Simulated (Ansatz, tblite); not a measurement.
Cost and result up the ladder for the cluster Li3 (the lowest doublet isomer of a short search) (3 atoms). Total charge 0; doublet. Geometry: PBE/def2-TZVP.

```xyz
3

Li   -1.271    0.799    0.033
Li    0.485   -0.579   -1.671
Li    0.786   -0.219    1.638
```

Ansatz on 4 threads of Arm Neoverse V1 on a shared host; xTB runs through tblite on one thread. Times are rough, summed over both states, and most runs start from the orbitals of an earlier one. No level here is sound enough to serve as a yardstick. The other state is a singlet.

The xTB rows come from tblite. Correlated methods freeze no core orbitals; core or outer-core shells of Li are correlated, in sets that lack core-valence functions. In CCSD on the charge 0 doublet the largest single amplitude is 0.19, so its Hartree–Fock determinant may place the open shell otherwise than the density functionals do. The structure comes from a short search, and lower isomers may exist.

Run but left out: HF/def2-TZVPP, MP2/def2-TZVPP (doublet: ⟨S²⟩ 1.19, where a pure state has 0.75).

Correlated methods converge slowly with the basis.

Raw xTB energies of ions are shifted by several eV, and xTB has no spin-polarisation term.

| level | functions | wall time |
| --- | --- | --- |
| GFN1-xTB | 12 | 0.002 s |
| GFN2-xTB | 12 | 0.004 s |
| PBE/def2-TZVP (with forces) | 42 | 0.6 s |
| CCSD(T)/def2-TZVPP | 57 | 0.85 s |
| PBE0/def2-TZVP | 42 | 1.2 s |
| r2SCAN/def2-TZVP | 42 | 1.5 s |

Q: Estimate what each level gives for the vertical IE (eV).

A: 
```
                      level  vertical IE (eV)                                                                                                    remarks
                   GFN1-xTB             11.17                                                                                                          –
                   GFN2-xTB              7.60                                                                                                          –
PBE/def2-TZVP (with forces)              4.39                                                                 restricted SCF unstable in HF (+1 singlet)
         CCSD(T)/def2-TZVPP              4.18  large T1 (0.081) (doublet), restricted SCF unstable (+1 singlet), spin-contaminated (⟨S²⟩ 1.19) (doublet)
             PBE0/def2-TZVP              4.35                                                                 restricted SCF unstable in HF (+1 singlet)
           r2SCAN/def2-TZVP              4.33                        restricted SCF unstable in HF (+1 singlet), spin-contaminated (⟨S²⟩ 0.86) (doublet)
```
